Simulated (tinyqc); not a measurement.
Worked calculation: MP2 on RHF in the sto-6g basis, frozen core, for H2F+, spin multiplicity 1. One step of it, computed by the program tinyqc.

Question. Integrals over molecular orbitals. (pq|rs) = sum C_ip C_jq C_kr C_ls (ij|kl), one index at a time.

coefficients C, order 1F 1s, 1F 2s, 1F 2px, 1F 2py, 1F 2pz, 2H 1s, 3H 1s:
$$\begin{pmatrix}
0.997237 & -0.241704 & 0.011207 & 0.050457 & 0.000000 & 0.070000 & 0.021193 \\
0.011995 & 0.979581 & -0.061094 & -0.266175 & 0.000000 & -0.431397 & -0.137099 \\
0.000000 & 0.000000 & 0.000000 & 0.000000 & 1.000000 & 0.000000 & 0.000000 \\
0.000122 & 0.005424 & 0.765627 & -0.116593 & 0.000000 & 0.156186 & -0.683492 \\
0.001224 & 0.072255 & 0.116602 & 0.844067 & 0.000000 & -0.543070 & -0.147971 \\
-0.001802 & 0.072426 & 0.376389 & 0.206581 & 0.000000 & 0.491893 & 0.871181 \\
-0.001543 & 0.063387 & -0.299104 & 0.301000 & 0.000000 & 0.828639 & -0.528539
\end{pmatrix}$$

core Hamiltonian H = T + V (hartree), order 1F 1s, 1F 2s, 1F 2px, 1F 2py, 1F 2pz, 2H 1s, 3H 1s:
$$\begin{pmatrix}
-41.297708 & -9.212010 & 0.000000 & -0.000787 & -0.011296 & -1.099652 & -0.941103 \\
-9.212010 & -11.265286 & 0.000000 & -0.008999 & -0.132791 & -2.629211 & -2.314442 \\
0.000000 & 0.000000 & -9.058173 & 0.000000 & 0.000000 & 0.000000 & 0.000000 \\
-0.000787 & -0.008999 & 0.000000 & -9.127655 & -0.004291 & -1.446217 & 1.294080 \\
-0.011296 & -0.132791 & 0.000000 & -0.004291 & -9.101429 & -1.172008 & -1.049612 \\
-1.099652 & -2.629211 & 0.000000 & -1.446217 & -1.172008 & -4.725131 & -0.848364 \\
-0.941103 & -2.314442 & 0.000000 & 1.294080 & -1.049612 & -0.848364 & -4.525056
\end{pmatrix}$$

Two-electron integrals (ij|kl) in chemists' order, unique and non-zero (hartree):
```
(11|11) 5.406240    (21|11) 0.768129    (21|21) 0.138909    (22|11) 1.266271
(22|21) 0.283987    (22|22) 0.926367    (31|31) 0.029452    (32|31) 0.044681
(32|32) 0.204753    (33|11) 1.266273    (33|21) 0.283987    (33|22) 0.926366
(33|33) 0.998085    (41|41) 0.029452    (42|41) 0.044681    (42|42) 0.204753
(43|43) 0.053789    (44|11) 1.266273    (44|21) 0.283987    (44|22) 0.926366
(44|33) 0.890506    (44|44) 0.998085    (51|51) 0.029452    (52|51) 0.044681
(52|52) 0.204753    (53|53) 0.053789    (54|54) 0.053789    (55|11) 1.266273
(55|21) 0.283987    (55|22) 0.926366    (55|33) 0.890506    (55|44) 0.890506
(55|55) 0.998085    (61|11) 0.096949    (61|21) 0.016817    (61|22) 0.033665
(61|33) 0.033609    (61|41) 0.000575    (61|42) 0.001128    (61|44) 0.033713
(61|51) 0.000454    (61|52) 0.000890    (61|54) 0.000082    (61|55) 0.033674
(61|61) 0.002070    (62|11) 0.258711    (62|21) 0.058956    (62|22) 0.216215
(62|33) 0.213109    (62|41) 0.003366    (62|42) 0.025944    (62|44) 0.218849
(62|51) 0.002657    (62|52) 0.020481    (62|54) 0.004532    (62|55) 0.216686
(62|61) 0.007148    (62|62) 0.064032    (63|31) 0.006370    (63|32) 0.037079
(63|43) 0.005356    (63|53) 0.004228    (63|63) 0.009119    (64|11) 0.143181
(64|21) 0.033073    (64|22) 0.129605    (64|33) 0.124265    (64|41) 0.007980
(64|42) 0.051463    (64|44) 0.138247    (64|51) 0.001271    (64|52) 0.011356
(64|54) 0.006810    (64|55) 0.126303    (64|61) 0.004173    (64|62) 0.047108
(64|64) 0.043437    (65|11) 0.113029    (65|21) 0.026108    (65|22) 0.102312
(65|33) 0.098097    (65|41) 0.001271    (65|42) 0.011356    (65|44) 0.100678
(65|51) 0.007373    (65|52) 0.046043    (65|54) 0.007394    (65|55) 0.108162
(65|61) 0.003294    (65|62) 0.037188    (65|64) 0.027091    (65|65) 0.030505
(66|11) 0.441635    (66|21) 0.102521    (66|22) 0.433277    (66|33) 0.419742
(66|41) 0.006828    (66|42) 0.074493    (66|44) 0.444757    (66|51) 0.005391
(66|52) 0.058806    (66|54) 0.019747    (66|55) 0.435331    (66|61) 0.012499
(66|62) 0.171450    (66|64) 0.146018    (66|65) 0.115269    (66|66) 0.774999
(71|11) 0.082915    (71|21) 0.014386    (71|22) 0.028809    (71|33) 0.028761
(71|41) -0.000492   (71|42) -0.000966   (71|44) 0.028850    (71|51) 0.000388
(71|52) 0.000762    (71|54) -0.000070   (71|55) 0.028816    (71|61) 0.001750
(71|62) 0.005952    (71|64) 0.003197    (71|65) 0.002746    (71|66) 0.010340
(71|71) 0.001514    (72|11) 0.226752    (72|21) 0.051698    (72|22) 0.190258
(72|33) 0.187516    (72|41) -0.002953   (72|42) -0.022984   (72|44) 0.192588
(72|51) 0.002329    (72|52) 0.018125    (72|54) -0.004000   (72|55) 0.190670
(72|61) 0.006098    (72|62) 0.046017    (72|64) 0.023405    (72|65) 0.026053
(72|66) 0.100176    (72|71) 0.005365    (72|72) 0.050170    (73|31) 0.005515
(73|32) 0.032343    (73|43) -0.004722   (73|53) 0.003723    (73|63) 0.006295
(73|73) 0.007051    (74|11) -0.127496   (74|21) -0.029457   (74|22) -0.115805
(74|33) -0.111100   (74|41) 0.006935    (74|42) 0.045158    (74|44) -0.123424
(74|51) -0.001120   (74|52) -0.010106   (74|54) 0.005995    (74|55) -0.112891
(74|61) -0.003331   (74|62) -0.023913   (74|64) -0.006259   (74|65) -0.013271
(74|66) -0.048386   (74|71) -0.003177   (74|72) -0.037475   (74|74) 0.034739
(75|11) 0.100538    (75|21) 0.023229    (75|22) 0.091319    (75|33) 0.087609
(75|41) -0.001120   (75|42) -0.010106   (75|44) 0.089881    (75|51) 0.006398
(75|52) 0.040312    (75|54) -0.006513   (75|55) 0.096468    (75|61) 0.002851
(75|62) 0.026313    (75|64) 0.013162    (75|65) 0.020959    (75|66) 0.062978
(75|71) 0.002505    (75|72) 0.029551    (75|74) -0.021834   (75|75) 0.024268
(76|11) 0.075605    (76|21) 0.017458    (76|22) 0.070895    (76|33) 0.069480
(76|41) -0.000017   (76|42) -0.000193   (76|44) 0.070575    (76|51) 0.001187
(76|52) 0.011499    (76|54) -0.000042   (76|55) 0.072628    (76|61) 0.002098
(76|62) 0.021797    (76|64) 0.014014    (76|65) 0.014496    (76|66) 0.066479
(76|71) 0.001796    (76|72) 0.019521    (76|74) -0.012894   (76|75) 0.013149
(76|76) 0.010059    (77|11) 0.419460    (77|21) 0.097406    (77|22) 0.413203
(77|33) 0.400859    (77|41) -0.006245   (77|42) -0.069133   (77|44) 0.423692
(77|51) 0.004924    (77|52) 0.054516    (77|54) -0.018006   (77|55) 0.415057
(77|61) 0.011482    (77|62) 0.108647    (77|64) 0.051740    (77|65) 0.067360
(77|66) 0.276362    (77|71) 0.010154    (77|72) 0.147762    (77|74) -0.127633
(77|75) 0.100646    (77|76) 0.066479    (77|77) 0.774999
```

Give: one-electron integrals over orbitals h = C^T H C; Two-electron integrals over orbitals.

Answer.

one-electron integrals over orbitals h = C^T H C (hartree):
$$\begin{pmatrix}
-41.285 & 0.713 & -0.032 & -0.141 & 0.000 & -0.207 & -0.063 \\
0.713 & -9.593 & 0.079 & 0.380 & 0.000 & 1.090 & 0.327 \\
-0.032 & 0.079 & -7.813 & -0.077 & 0.000 & -0.315 & 2.194 \\
-0.141 & 0.380 & -0.077 & -8.277 & 0.000 & 1.761 & 0.094 \\
0.000 & 0.000 & 0.000 & 0.000 & -9.058 & 0.000 & 0.000 \\
-0.207 & 1.090 & -0.315 & 1.761 & 0.000 & -5.382 & -0.011 \\
-0.063 & 0.327 & 2.194 & 0.094 & 0.000 & -0.011 & -5.649
\end{pmatrix}$$

Two-electron integrals over orbitals (pq|rs), unique and non-zero (hartree); the lowest 1 orbital is frozen and left out:
```
(22|22) 0.869       (32|22) -2.31e-03   (32|32) 0.151       (33|22) 0.751
(33|32) -3.69e-03   (33|33) 0.716       (42|22) -0.016      (42|32) 1.70e-03
(42|33) -0.013      (42|42) 0.159       (43|22) 0.007       (43|32) 0.005
(43|33) 0.011       (43|42) -0.010      (43|43) 0.050       (44|22) 0.796
(44|32) -0.014      (44|33) 0.684       (44|42) -0.073      (44|43) 0.005
(44|44) 0.815       (52|52) 0.186       (53|52) -0.006      (53|53) 0.038
(54|52) -0.029      (54|53) 1.83e-03    (54|54) 0.049       (55|22) 0.891
(55|32) -0.011      (55|33) 0.739       (55|42) -0.053      (55|43) 0.009
(55|44) 0.799       (55|55) 0.998       (62|22) -0.121      (62|32) 0.011
(62|33) -0.079      (62|42) -0.056      (62|43) -2.08e-03   (62|44) -0.071
(62|55) -0.120      (62|62) 0.066       (63|22) 0.033       (63|32) 0.012
(63|33) 0.034       (63|42) -0.009      (63|43) 0.016       (63|44) 0.018
(63|55) 0.034       (63|62) -0.011      (63|63) 0.060       (64|22) -0.185
(64|32) -0.007      (64|33) -0.116      (64|42) 0.028       (64|43) -0.012
(64|44) -0.175      (64|55) -0.191      (64|62) 0.053       (64|63) -0.032
(64|64) 0.114       (65|52) -0.040      (65|53) 4.46e-03    (65|54) -0.015
(65|65) 0.021       (66|22) 0.538       (66|32) -0.026      (66|33) 0.517
(66|42) 0.059       (66|43) -0.027      (66|44) 0.528       (66|55) 0.519
(66|62) -0.045      (66|63) -0.036      (66|64) -0.011      (66|66) 0.559
(72|22) -0.037      (72|32) -0.072      (72|33) -0.016      (72|42) -2.05e-03
(72|43) 0.018       (72|44) -0.028      (72|55) -0.036      (72|62) 0.005
(72|63) 0.018       (72|64) 0.015       (72|66) -0.015      (72|72) 0.057
(73|22) -0.224      (73|32) 0.022       (73|33) -0.170      (73|42) 0.052
(73|43) 2.39e-03    (73|44) -0.187      (73|55) -0.237      (73|62) 0.053
(73|63) -3.56e-03   (73|64) 0.104       (73|66) -0.029      (73|72) 0.020
(73|73) 0.168       (74|22) -0.010      (74|32) 0.046       (74|33) -1.23e-03
(74|42) -0.009      (74|43) -1.07e-03   (74|44) -0.014      (74|55) -0.010
(74|62) 0.008       (74|63) 0.042       (74|64) -0.008      (74|66) -0.034
(74|72) -0.007      (74|73) 0.021       (74|74) 0.048       (75|52) -0.012
(75|53) -0.024      (75|54) 2.90e-04    (75|65) 1.53e-03    (75|75) 0.019
(76|22) 4.12e-03    (76|32) 0.067       (76|33) 0.010       (76|42) 2.55e-03
(76|43) 0.050       (76|44) -0.012      (76|55) 1.15e-03    (76|62) -0.005
(76|63) 0.066       (76|64) -0.028      (76|66) -0.065      (76|72) 3.38e-03
(76|73) 0.030       (76|74) 0.055       (76|76) 0.129       (77|22) 0.570
(77|32) 0.039       (77|33) 0.577       (77|42) 0.010       (77|43) 0.023
(77|44) 0.538       (77|55) 0.555       (77|62) -0.034      (77|63) 0.044
(77|64) -0.041      (77|66) 0.482       (77|72) -0.009      (77|73) -0.035
(77|74) 0.031       (77|76) 0.064       (77|77) 0.576
```
